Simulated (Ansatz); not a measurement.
C3H5NO can be A, `NC1CC1=O`, or B, `NCC=C=O`.

Gas-phase electronic energies from Ansatz, PBE0-D4/def2-TZVP geometries. CCSD(T)/CBS adds triple-zeta CCSD(T) − MP2 to the extrapolated MP2 energy (def2 sets, frozen cores). Functionals use def2-TZVPP. B3LYP here is the variant with VWN-RPA as its local correlation; programs differ in this. Each species was taken in one conformer, which may not be the lowest.

(1) Which isomer does CCSD(T)/CBS put lower? Give the gap. (Best estimate.)

(2) Give E(B) − E(A) in kJ/mol with PBE-D4, CCSD(T)/def2-TZVPP, LDA (SPW92), PBE0-D4, HF/def2-TZVPP, B3LYP-D4, CCSD(T)/def2-SVP. (Estimate.)

(3) Does the order hold for the free energy at 298.15 K (harmonic terms from PBE0-D4)? (Estimate.)

Largest T1 diagnostic: 0.014.

Results:

(1) Ansatz gave: B, by 85.2 kJ/mol.

(2) The calculation gave: PBE-D4 -78.0, CCSD(T)/def2-TZVPP -85.8, LDA (SPW92) -67.0, PBE0-D4 -75.2, HF/def2-TZVPP -98.9, B3LYP-D4 -92.0, CCSD(T)/def2-SVP -80.1. None reverses the order clearly.

(3) Ansatz gave: Yes: G(B) − G(A) = -86.0 kJ/mol, for one conformer each.

From BLYP to BHLYP (50 % exact exchange), in def2-TZVPP and without D4, E(B) − E(A) moves by +7.1 kJ/mol. At CCSD(T), def2-SVP lies +5.1 kJ/mol from the extrapolated value and def2-TZVPP −0.6 kJ/mol.
